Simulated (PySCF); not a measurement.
# One shape, several levels: BH2F (SMILES BF)

Wanted: a comparison of 6 runs (UMP2/STO-3G, CCSDT(Q)/STO-3G, CCSDTQ/STO-3G, NEVPT2(2,2)/STO-3G, CISD/STO-3G, FCI/STO-3G) of BH2F. 

The results are computed with PySCF 2.14.0.

2 further runs of the same task are left out: 2 set aside as unsound or not needed.

### 1 Starting point

BH2F: 4 atoms, total charge 0, spin state singlet. SMILES: `BF`. The B1–H4 distance was set to 1.796 Å, away from the relaxed value. At this shape a bond of the SMILES string is far longer than usual.

Bond lengths: B1–F2 1.317 Å, B1–H3 1.197 Å. Angles: F2–B1–H3 117.8°. A long bond or contact: B1–H4 1.796 Å.

### 2 The energy at UMP2/STO-3G (run 1)

run.py reads:

```python
from pyscf import gto, mp

molecule = gto.Mole()
molecule.atom = 'B -0.058052 -0.450835 0.366632; F 1.030448 -0.743535 1.047332; H -1.043252 -1.095935 0.583632; H 0.034200 0.889600 -0.825600'
molecule.charge = 0
molecule.basis = 'sto-3g'
molecule.verbose = 3
molecule.spin = 0
molecule.max_memory = 1860
molecule.build()

myscf = molecule.UHF()
myscf.conv_tol = 1e-10
myscf.kernel()
if not myscf.converged:
    myscf = myscf.newton().run(myscf.mo_coeff, myscf.mo_occ)
for _ in range(3):
    mo, _, stable, _ = myscf.stability(return_status=True)
    if stable:
        break
    myscf.kernel(myscf.make_rdm1(mo, myscf.mo_occ))

pt = mp.MP2(myscf, frozen=2).run()
e_final = pt.e_tot
print('Final energy', e_final)
```

Run with:

```
$ OMP_NUM_THREADS=1 python run.py
```

The log of the run:

```text
converged SCF energy = -123.478040029318  <S^2> = 9.3969277e-12  2S+1 = 1
<class 'pyscf.scf.uhf.UHF'> wavefunction has an internal instability
converged SCF energy = -123.479441623366  <S^2> = 0.16598917  2S+1 = 1.2899444
<class 'pyscf.scf.uhf.UHF'> wavefunction is stable in the internal stability analysis
E(UMP2) = -123.550940969699  E_corr = -0.0714993463327329
E(SCS-UMP2) = -123.555796562191  E_corr = -0.0763549388244885
Final energy -123.55094096969913
```

Wall time 0.64 s (1 thread of Arm Neoverse V2, shared host); peak memory 0.12 GiB.

### 3 The energy at CCSDT(Q)/STO-3G (run 2)

job.py reads:

```python
from pyscf import gto, scf, cc

mol = gto.M(
    atom='''
B       -0.058052      -0.450835       0.366632
F        1.030448      -0.743535       1.047332
H       -1.043252      -1.095935       0.583632
H        0.034200       0.889600      -0.825600
''',
    basis='sto-3g',
    verbose=4,
    max_memory=1860,
)

hf = scf.RHF(mol)
hf.conv_tol = 1e-10
hf.kernel()
if not hf.converged:
    hf = hf.newton().run(hf.mo_coeff, hf.mo_occ)

mycc = cc.CCSDT(hf, frozen=2)
mycc.kernel()
e_bracket, e_q = mycc.ccsdt_q()
e_final = mycc.e_tot + e_q
print('E(%s) = %.9f' % ('CCSDT(Q)', e_final))
```

Run with:

```
$ OMP_NUM_THREADS=1 python job.py
```

The log of the run:

```text
PySCF version 2.14.0

[... 73 lines left out ...]
WARN: A large `blksize` is being used, which may cause large memory consumption
[... 7 lines left out ...]
WARN: A large `blksize_oooo` is being used, which may cause large memory consumption
[... 31 lines left out ...]
RCCSDT converged
[... 5 lines left out ...]
E(CCSDT(Q)) = -123.594814059
```

Wall time 0.9 s (1 thread of Arm Neoverse V2, shared host); peak memory 0.1 GiB.

Run 3 isn't shown in full; the table further down has it.

### 4 A single-point energy at NEVPT2(2,2)/STO-3G (run 4)

start.xyz reads:

```xyz
4
BFH2
B     -0.058052    -0.450835     0.366632
F      1.030448    -0.743535     1.047332
H     -1.043252    -1.095935     0.583632
H      0.034200     0.889600    -0.825600
```

run.py reads:

```python
import numpy
from pyscf import gto, scf, mp, mcscf, mrpt

system = gto.M(
    atom='start.xyz',
    verbose=3,
    max_memory=1860,
    basis='sto-3g',
    charge=0,
)

mf = scf.RHF(system)
mf.conv_tol = 1e-10
mf.kernel()
if not mf.converged:
    mf = mf.newton().run(mf.mo_coeff, mf.mo_occ)

pt = mp.MP2(scf.addons.convert_to_uhf(mf)).run()
noons, natorbs = mcscf.addons.make_natural_orbitals(pt)
print('natural occupations', numpy.round(noons[:40], 4))
cas = mcscf.CASSCF(mf, 2, 2)
cas.fix_spin_(ss=0.0)
cas.natorb = True
cas.kernel(natorbs)
e_pt2 = mrpt.NEVPT(cas).kernel()
e_final = cas.e_tot + e_pt2
print(f'total energy: {e_final:.8f} hartree')
```

Run with:

```
$ OMP_NUM_THREADS=1 python run.py
```

The log of the run:

```text
converged SCF energy = -123.478040029318
E(UMP2) = -123.559274515254  E_corr = -0.0812344859355186
E(SCS-UMP2) = -123.565830619628  E_corr = -0.0877905903096984
natural occupations [2.     1.9999 1.9995 1.9951 1.9896 1.9849 1.9835 1.9605 0.0423 0.0188
 0.0155 0.0104]
CASSCF energy = -123.523348596987
CASCI E = -123.523348596987  E(CI) = -1.27546966193599  S^2 = 0.0000000
Sr    (-1)',   E = 0.00000000000028
Si    (+1)',   E = -0.00000000000595
Sijrs (0)  ,   E = -0.04232156522220
Sijr  (+1) ,   E = -0.00740924034359
Srsi  (-1) ,   E = -0.00206539907177
Srs   (-2) ,   E = -0.00025068459934
Sij   (+2) ,   E = -0.00033061523586
Sir   (0)' ,   E = -0.00181446167359
Nevpt2 Energy = -0.054191966152020
total energy: -123.57754056 hartree
```

Wall time 0.64 s (1 thread of Arm Neoverse V2, shared host); peak memory 0.12 GiB.

Run 5 isn't shown in full; the table further down has it.

### 5 The energy at FCI/STO-3G (run 6)

run.py reads:

```python
from pyscf import gto, scf, mcscf
from pyscf import fci

mol = gto.M(
    atom='''
B   -0.058052  -0.450835   0.366632
F    1.030448  -0.743535   1.047332
H   -1.043252  -1.095935   0.583632
H    0.034200   0.889600  -0.825600
''',
    spin=0,
    verbose=3,
    max_memory=1860,
    basis='sto-3g',
)

hf = scf.RHF(mol)
hf.conv_tol = 1e-10
hf.kernel()
if not hf.converged:
    hf = hf.newton().run(hf.mo_coeff, hf.mo_occ)

cas = mcscf.CASCI(hf, hf.mo_coeff.shape[-1] - 2, (mol.nelec[0] - 2, mol.nelec[1] - 2))  # full CI above the frozen core
cas.fcisolver = fci.direct_spin0.FCI(mol)  # even spin states alone
cas.kernel()
print('<S^2> = %.4f' % cas.fcisolver.spin_square(cas.ci, cas.ncas, cas.nelecas)[0])
e_tot = cas.e_tot
print('E(%s) = %.9f' % ('FCI', e_tot))
```

Run with:

```
$ OMP_NUM_THREADS=1 python run.py
```

The log of the run:

```text
converged SCF energy = -123.478040029318
CASCI E = -123.594610203229  E(CI) = -41.1697970179960  S^2 = 0.0000000
<S^2> = 0.0000
E(FCI) = -123.594610203
```

It took 0.91 s on 1 thread of Arm Neoverse V2, shared host; peak memory 0.12 GiB.

### 6 All runs side by side

| run | level | follow instability | frozen core orbitals | energy (Eh) | dipole moment (D) of the reference | HOMO energy (eV) | LUMO energy (eV) | wall time |
| --- | --- | --- | --- | --- | --- | --- | --- | --- |
| 1 | UMP2/STO-3G | yes | 2 | -123.550941 | 0.41 | -8.27 | 7.15 | 0.64 s |
| 2 | CCSDT(Q)/STO-3G | – | 2 | -123.594814 | 0.52 | -8.63 | 7.36 | 0.9 s |
| 3 | CCSDTQ/STO-3G | – | 2 | -123.594704 | 0.52 | -8.63 | 7.36 | 3.9 s |
| 4 | NEVPT2(2,2)/STO-3G | – | – | -123.577541 | 0.52 | -8.63 | 7.36 | 0.64 s |
| 5 | CISD/STO-3G | – | 2 | -123.584223 | 0.52 | -8.63 | 7.36 | 0.6 s |
| 6 | FCI/STO-3G | – | 2 | -123.594610 | 0.52 | -8.63 | 7.36 | 0.91 s |

### 7 Summary of results

```
                                          quantity          value
                               run 6: total energy  -123.59461 Eh
       run 6: dipole moment (Hartree–Fock density)         0.52 D
        run 6: HOMO energy (Hartree–Fock orbitals)       -8.63 eV
        run 6: LUMO energy (Hartree–Fock orbitals)        7.36 eV
      run 6: HOMO–LUMO gap (Hartree–Fock orbitals)       15.98 eV
run 6: correlation energy (2 core orbitals frozen)     -116.6 mEh
```

What this shows: Against full CI in this basis: UMP2 +43.7 mEh; CCSDT(Q) -0.2 mEh; CCSDTQ -0.1 mEh; CISD +10.4 mEh. In runs 1, 2, 3, 4, 5, 6 the basis is minimal, so the values are rough. Spin contamination of the reference: run 1 ⟨S²⟩ = 0.17. All runs together took 7.6 s, the longest 3.9 s.
